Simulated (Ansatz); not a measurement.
System: 2H WSe2. Method: PBEsol in Ansatz (PAW).

Settings: plane-wave cutoff 560 eV, 12×12×4 k mesh (along the axes of the cell as run), Fermi–Dirac smearing 0.01 eV, no spin polarisation, scalar-relativistic PAW data made under PBE.

Starting structure:

```
CELL_PARAMETERS angstrom
      3.28000     0.00000     0.00000
     -1.64000     2.84056     0.00000
      0.00000     0.00000    12.96000
ATOMIC_POSITIONS crystal
  W  0.66667 0.33333 0.75000
  W  0.33333 0.66667 0.25000
  Se 0.66667 0.33333 0.37900
  Se 0.33333 0.66667 0.87900
  Se 0.33333 0.66667 0.62100
  Se 0.66667 0.33333 0.12100
```

### Question
Into what structure does the relaxation of cell and atoms lead at this level, with the symmetry of the start kept?

### Answer
The volume increases by 1.5 %; final space group P6_3/mmc.
```
CELL_PARAMETERS angstrom
      3.27103     0.00000     0.00000
     -1.63552     2.83280     0.00000
      0.00000     0.00000    13.22303
ATOMIC_POSITIONS crystal
  W  0.66667 0.33333 0.75000
  W  0.33333 0.66667 0.25000
  Se 0.66667 0.33333 0.37661
  Se 0.33333 0.66667 0.87661
  Se 0.33333 0.66667 0.62339
  Se 0.66667 0.33333 0.12339
```

Note: the cell comes from a level without a dispersion term, which matters for the spacing of layers, chains or molecules; the cell has widely spaced layers and the level no dispersion term, so their spacing and the moduli can rest on weak binding.

Ansatz is an electronic-structure program.
